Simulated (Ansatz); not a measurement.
Z-matrix (Å, degrees):
```
B
N 1 1.404
H 1 1.201 2 118.6
H 1 1.200 2 120.8 3 180.0
Al 2 1.803 1 124.4 3 -0.0
H 2 1.011 1 115.8 3 -180.0
H 5 1.577 2 118.3 1 0.1
H 5 1.583 2 117.1 1 -179.8
```

The species carries charge 0 and has multiplicity 1.

List the ωB97M-V/def2-TZVPP orbital energies in eV (Ansatz). (Estimate.)

The calculation gave: Occupied: -1532.15, -394.29, -187.47, -116.77, -76.45, -76.25, -76.23, -26.32, -17.04, -15.67, -13.72, -12.36, -11.29, -11.09, -10.73. Lowest empty: 0.33, 1.80, 1.83, 2.54, 3.26, 3.42, 3.95, 4.31.
